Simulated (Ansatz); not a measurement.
**CH2Si (singlet): the correlation ladder at distance Si1–C2 = 3.140 Å, cc-pVTZ**

An exercise on one series of results from a longer session: the logs are not shown, and one member is left open.

The runs use Ansatz 0.2.0, Gaussian basis; cc-pVTZ, core rule «outside noble gas», up to 6 orbitals frozen.

To be run: UHF; CCSD(T) on RHF; CCSD(T) on UHF; BCCD(T) on RHF; CCSDT(Q) on RHF; CCSDT(Q) on UHF; CASSCF and NEVPT2, 2 electrons in 2 orbitals; CASSCF and NEVPT2, 10 electrons in 10 orbitals.

**The geometry**

The geometry derives from a PBE0/def2-TZVP stationary point (not a proven minimum). One bond is set to the value named and the two fragments are kept rigid.

4 atoms, charge 0, spin multiplicity 1.

Atoms are counted from 1 here; the program's logs count them from 0.

Bond lengths: C2–H3 1.090 Å, C2–H4 1.090 Å. Angles: H3–C2–H4 113.0°.

Set-up of the first run:

The input, in.yaml:

```yaml
crystal:
  periodic: [false, false, false]
  atoms:
    - {symbol: Si, position_ang: [0.000000, 0.000000, 1.074660]}
    - {symbol: C, position_ang: [0.000000, 0.000000, -2.065340]}
    - {symbol: H, position_ang: [0.000000, -0.909276, -2.666908]}
    - {symbol: H, position_ang: [0.000000, 0.909276, -2.666908]}
basis:
  gaussian: {orbitals: cc-pVTZ}
magnetization: {spin_polarized: true, initial_magnetization: 0}
hamiltonian: {xc: hf}
output: {orbitals: {seedname: orbitals}}
```

The run is started by

```console
$ ansatz run in.yaml --threads 1 --pin off --events-out ev --progress --plain --max-ram 2816MiB --backend cpu
```

Steps of the session up to this table: UHF; CCSD(T) on RHF; CCSD(T) on UHF; BCCD(T) on RHF; CCSDT(Q) on RHF; CCSDT(Q) on UHF; CASSCF and NEVPT2, 2 electrons in 2 orbitals; CASSCF and NEVPT2, 10 electrons in 10 orbitals.

One of the session's tables, all rows but one given; the rest of the session is left out.

```
        method  from RCCSDT(Q) (kJ/mol)
           RHF                   +721.8
           UHF                   +486.1
          RMP2                   +158.0
          UMP2                     +9.2
         RCCSD                    -17.6
         UCCSD                    -99.5
      RCCSD(T)                   -152.2
      UCCSD(T)                   -122.3
       BCCD(T)                   -133.5
        RCCSDT                     +2.7
        UCCSDT                   -135.6
     RCCSDT(Q)                        0
     UCCSDT(Q)                   -139.3
   CASSCF pair                   +649.2
   NEVPT2 pair                    +17.7
CASSCF valence                   +325.3
NEVPT2 valence                        ?
```

**Question.** Estimate the row for NEVPT2 valence.

The run gave: from RCCSDT(Q) (kJ/mol): -31.4. In the column «from RCCSDT(Q) (kJ/mol)» it lies between UCCSD (-99.5) and RCCSD (-17.6).

Caveats from the session: The determinant of HF (⟨S²⟩ 1.87) is far from a pure spin state, so its energy mixes those of several spin states; that is harmless only where they are near-degenerate. The determinant of CCSD(T) (⟨S²⟩ 1.86) is far from a pure spin state, so its energy mixes those of several spin states; high orders of coupled cluster remove much of that, low ones don't. The determinant of CCSDT(Q) (⟨S²⟩ 1.86) is far from a pure spin state, so its energy mixes those of several spin states; high orders of coupled cluster remove much of that, low ones don't. The program flags RCCSD(T), BCCD(T), RCCSDT(Q) as in doubt, so the zero of the table is itself unsure. Warnings: restricted reference is unstable; spin contamination; large T1 diagnostic. Restricted and unrestricted rows rest on different reference determinants; a gap between their highest levels can come from leftover correlation error, from unlike frozen cores or from another state.
